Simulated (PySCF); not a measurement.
PySCF job for O₂, SMILES O=O (connectivity only; charge and spin as stated), charge -1, multiplicity 2, C-PCM-B3LYP/def2-TZVPD. The structure is a stationary point at PBE-D3(BJ)/def2-TZVPD.

```python
import numpy as np
from pyscf import gto, scf, dft
from pyscf.solvent import pcm

mol = gto.M(
    atom='''
    O     0.00000000    0.00000000   -0.67607544
    O     0.00000000    0.00000000    0.67607544
    ''',
    basis='def2-TZVPD',
    charge=-1,
    spin=1,
    max_memory=1600,
    verbose=3,
)
mf = dft.UKS(mol, xc='b3lyp').density_fit(auxbasis='def2-universal-jkfit')
mf.grids.level = 3
mf.conv_tol = 1e-9
mf.max_cycle = 100
mf.kernel()
fine, coarse = mf.grids, dft.Grids(mol).set(level=1).build(with_non0tab=True)
for _ in range(3):  # follow internal instabilities
    mf.grids = coarse
    mo, _, stable, _ = mf.stability(return_status=True, nroots=4)
    mf.grids = fine
    if stable:
        break
    mf.kernel(mf.make_rdm1(mo, mf.mo_occ))
res = {}
for name, eps in {'water': 78.355, 'ethylethanoate': 5.9867, 'cyclohexanone': 15.619}.items():
    s = mf.PCM()
    s.with_solvent.method, s.with_solvent.eps, s.with_solvent.lebedev_order = 'C-PCM', eps, 29
    s.kernel(mf.make_rdm1())
    res[name] = (s.e_tot, eps, s.dip_moment(), s.mo_energy, s.converged)
    print(f'{name}: electrostatic solvation free energy {(s.e_tot - mf.e_tot) * 627.509474:.3f} kcal/mol')
```

Output:

```

WARN: HOMO -0.275940591518216 >= LUMO -0.275940591518242


WARN: HOMO 0.204966880796596 >= LUMO 0.205939898593087

converged SCF energy = -150.409773407797  <S^2> = 0.75773427  2S+1 = 2.0077194
<class 'pyscf.df.df_jk.DFUKS'> wavefunction is stable in the internal stability analysis

WARN: PCM is an experimental feature. It is still in testing.
Features and APIs may be changed in the future.

converged SCF energy = -150.526087578552  <S^2> = 0.75671311  2S+1 = 2.0067019

WARN: System has nonzero charge -1; the dipole moment is origin-dependent.
Location of origin: [0. 0. 0.]

Dipole moment(X, Y, Z, Debye):  0.00000, -0.00000,  0.00000
water: electrostatic solvation free energy -72.988 kcal/mol

WARN: PCM is an experimental feature. It is still in testing.
Features and APIs may be changed in the future.

converged SCF energy = -150.507739469962  <S^2> = 0.7568284  2S+1 = 2.0068168

WARN: System has nonzero charge -1; the dipole moment is origin-dependent.
Location of origin: [0. 0. 0.]

Dipole moment(X, Y, Z, Debye): -0.00000, -0.00000,  0.00000
ethylethanoate: electrostatic solvation free energy -61.475 kcal/mol

WARN: PCM is an experimental feature. It is still in testing.
Features and APIs may be changed in the future.

converged SCF energy = -150.519985070063  <S^2> = 0.75675012  2S+1 = 2.0067388

WARN: System has nonzero charge -1; the dipole moment is origin-dependent.
Location of origin: [0. 0. 0.]

Dipole moment(X, Y, Z, Debye):  0.00000,  0.00000,  0.00000
cyclohexanone: electrostatic solvation free energy -69.159 kcal/mol
```

The calculation finished and met its thresholds.

Cost: very roughly 27 core-seconds.
